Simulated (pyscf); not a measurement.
Elementary routes open to `[F][SiH][O][SiH3]` [doublet] + `[H][H]` in the gas phase (doublet surface):
A. `[F][SiH2][O][SiH3]` + `[H]` [doublet] (H–H broken; H–Si formed)
B. `[SiH2][O][SiH3]` [doublet] + `[FH]` (F–Si, H–H broken; H–Si, F–H formed)

Single points on ωB97X-D3(BJ)/def2-SVP structures (PySCF, gas phase).

### Question
Rank the routes by free-energy barrier at 900 K, lowest first, for ωB97M-D3(BJ)/def2-TZVP energies (ideal gas, 1 atm, RRHO with modes under 100 cm⁻¹ raised to 100, one conformer, R ln 2 for chiral ones without a mode under 150 cm⁻¹).

### Answer
A (35.5 kcal/mol), B (84.3 kcal/mol)

Route A is the fastest of these, ahead of the next by 48.8 kcal/mol. The most stable products are those of A (ΔG = +11.7 kcal/mol), so kinetics and thermodynamics agree. At 298 K A is still the fastest. Only these routes are compared; each barrier is that of the saddle found, and lower ones may exist.
